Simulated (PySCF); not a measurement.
**PSH₃: singlet, from a square planar start**

Where does singlet PSH₃ go from a square planar start, is the end point a minimum, and what are its modes, charges and moments?

Computed with PySCF 2.14.0. Level: PBE0, basis P def2-TZVP, S def2-TZVP, H def2-TZVP, no relativity, density fitting.

### Step 1. Where the work starts

5 atoms, charge 0, spin multiplicity 1.

Bond lengths: P1–S2 1.960 Å, P1–H3 1.430 Å, P1–H4 1.430 Å, P1–H5 1.430 Å. Angles: S2–P1–H3 90.0°, S2–P1–H4 180.0°, S2–P1–H5 90.0°, H3–P1–H4 90.0°, H3–P1–H5 180.0°, H4–P1–H5 90.0°.

Coordinates in bohr (charge 0 multiplicity 1):
```
P     0.0000    1.7538    0.0000
S     0.0000   -1.9501    0.0000
H     2.7023    1.7538    0.0000
H     0.0000    4.4561    0.0000
H    -2.7023    1.7538    0.0000
```

### Step 2. Relaxing the singlet from the square planar start

One driver script runs all steps and calls PySCF; scf.py shows how it sets up the SCF of each step. The optimiser is the driver's own. Before each start the driver seeks the lowest SCF state from one or more starting densities and follows internal instabilities, so scf.py alone need not reach the same state.

The program finds C2v symmetry in the start, which this walk keeps. Threshold on the gradient: 0.0003 Eh/bohr, with a further test on the energy change.

File scf.py:

```python
from pyscf import gto, scf, dft
mol = gto.M(atom='''
P      0.000000     0.928069     0.000000
S      0.000000    -1.031931     0.000000
H      1.430000     0.928069     0.000000
H      0.000000     2.358069     0.000000
H     -1.430000     0.928069    -0.000000''',
    basis={'P': 'def2-TZVP', 'S': 'def2-TZVP', 'H': 'def2-TZVP'},
    charge=0, spin=0)
mf = dft.RKS(mol, xc='PBE0')
mf.grids.atom_grid = (50, 194)
aux = {'P': 'def2-universal-JKFIT', 'S': 'def2-universal-JKFIT', 'H': 'def2-universal-JKFIT'}
mf = mf.density_fit(auxbasis=aux)
mf.kernel()
```

After this run come: Is it a minimum? Harmonic modes; Downhill along the imaginary mode; Is it a minimum? Harmonic modes.

Before running it: what results should come out? Wanted: minimum; geometry; wavenumbers; dipole moment; highest occupied, lowest empty level; polar-tensor charge of P1; zero-point energy; atomisation energy.

**Answer**, as computed:

| quantity | value |
| --- | --- |
| minimum | singlet, C3v |
| geometry | P–H 1.415 Å (×3), P–S 1.925 Å; H–P–H 99.9° (×3), H–P–S 117.9° (×3) |
| wavenumbers (cm⁻¹) | 693 (a1), 723 (e), 1116 (e), 1126 (a1), 2408 (e), 2423 (a1) |
| dipole moment | 3.56 D |
| highest occupied, lowest empty level | -6.96, 0.00 eV |
| polar-tensor charge of P1 | +1.04 e |
| zero-point energy | 76.2 kJ/mol |
| entropy at 298.15 K | 246.5 J/(mol K) |
| atomisation energy (no zero-point energy) | 1277 kJ/mol |

**Reading.** The square planar start (C2v) ends in a minimum of C3v symmetry, after a stop at a saddle point 334.2 kJ/mol higher, from which it was pushed off along an imaginary mode. The strongest infrared band lies at 1126 cm⁻¹ (a1, bend). Other starts or spin states, not run here, may lie lower.
